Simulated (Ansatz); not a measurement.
# AlH− (quartet): wave-function methods side by side, aug-cc-pVTZ

How much of the correlation energy of AlH− (quartet) does each wave-function method recover here?

Method: aug-cc-pVTZ, core rule «outside noble gas», up to 5 orbitals frozen; program: Ansatz 0.2.0, Gaussian basis.

The runs, in order: UHF; CCSD(T) on ROHF; CCSD(T) on UHF; BCCD(T) on ROHF; CCSDT(Q) on ROHF; CCSDT(Q) on UHF; CASSCF and MRCISD+Q, 5 electrons in 5 orbitals; CASSCF and NEVPT2, 5 electrons in 5 orbitals.

9 further runs of the same task are left out: 2 for a known fault of the program, 2 that didn't finish, 5 set aside as unsound or not needed.

### 1 The system

The geometry is a PBE0/def2-TZVPD stationary point (not a proven minimum) of the parent state, kept for this charge and spin.

2 atoms, charge -1, spin multiplicity 4.

Atoms are counted from 1 here; the program's logs count them from 0.

Bond lengths: Al1–H2 1.706 Å.

### 2 UHF

The input, in.yaml:

```yaml
crystal:
  periodic: [false, false, false]
  atoms:
    - {symbol: Al, position_ang: [0.000000, 0.000000, 0.000000]}
    - {symbol: H, position_ang: [0.000000, 0.000000, 1.706067]}
basis:
  gaussian: {orbitals: aug-cc-pVTZ}
total_charge: -1
magnetization: {spin_polarized: true, initial_magnetization: 3}
hamiltonian: {xc: hf}
output: {orbitals: {seedname: orbitals}}
```

The run is started by

```
ansatz run in.yaml --threads 1 --pin off --events-out ev --progress --plain --max-ram 4096MiB --backend cpu
```

The runs that follow: CCSD(T) on ROHF; CCSD(T) on UHF; BCCD(T) on ROHF; CCSDT(Q) on ROHF; CCSDT(Q) on UHF; CASSCF and MRCISD+Q, 5 electrons in 5 orbitals; CASSCF and NEVPT2, 5 electrons in 5 orbitals.

Before running them: what should the planned runs give, taken together? Wanted: UCCSDT(Q) below the RHF energy; RMP2 from UCCSDT(Q); UMP2 from UCCSDT(Q); RCCSD from UCCSDT(Q); RCCSD(T) from UCCSDT(Q); UCCSD(T) from UCCSDT(Q); RCCSDT(Q) from UCCSDT(Q); NEVPT2 valence from UCCSDT(Q); MRCISD+Q valence from UCCSDT(Q).

The runs gave:

| quantity | value |
| --- | --- |
| UCCSDT(Q) below the RHF energy | -2.0365 eV |
| RMP2 from UCCSDT(Q) | +12.85 kcal/mol |
| UMP2 from UCCSDT(Q) | +12.73 kcal/mol |
| RCCSD from UCCSDT(Q) | +2.44 kcal/mol |
| RCCSD(T) from UCCSDT(Q) | +0.68 kcal/mol |
| UCCSD(T) from UCCSDT(Q) | +0.65 kcal/mol |
| RCCSDT(Q) from UCCSDT(Q) | +0.03 kcal/mol |
| NEVPT2 valence from UCCSDT(Q) | +13.39 kcal/mol |
| MRCISD+Q valence from UCCSDT(Q) | +0.81 kcal/mol |
| levels within 1 kcal/mol (43 meV) | RCCSD(T), UCCSD(T), BCCD(T), RCCSDT, UCCSDT, RCCSDT(Q), MRCISD+Q valence |
| T1 diagnostic | 0.036 |
| effectively unpaired electrons | 3.01 |

In words: RCCSD(T) misses by +0.68 kcal/mol, 1.4 % of the correlation energy. One determinant dominates. Of the multireference levels listed MRCISD+Q valence comes nearest in total energy (+0.81 kcal/mol), which doesn't show that its space is the better one. These misses are within one basis, not against nature; the frozen cores of restricted and unrestricted runs differ, which can shift their rows.
